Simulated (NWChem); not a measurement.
Molecule: nitrogen (N$_{2}$); SMILES N#N

Program: NWChem. Pople sets run with spherical d functions. All runs use the structure optimised with PBE0/def2-SVP. Total energies compare along this basis series because the functional is fixed.

```csv
level,basis functions,energy (Ha),highest occupied level (eV),orbital gap (eV)
B3LYP/STO-3G,10,-108.0364,-9.44,10.87
B3LYP/3-21G,18,-108.8919,___,___
B3LYP/6-31G*,28,-109.5206,-11.58,11.06
B3LYP/6-31+G*,36,-109.5269,-11.96,10.92
B3LYP/def2-SVP,28,-109.4392,-11.71,11.07
B3LYP/def2-SVPD,40,-109.4445,-11.91,11.03
B3LYP/def2-TZVP,62,-109.5731,-11.92,11.02
B3LYP/6-311++G**,44,-109.5597,-12.00,10.94
B3LYP/aug-cc-pVTZ,92,-109.5705,-11.97,10.95
```

Complete the blanks.


- B3LYP/3-21G, highest occupied level (eV): -10.99
- B3LYP/3-21G, orbital gap (eV): 10.72
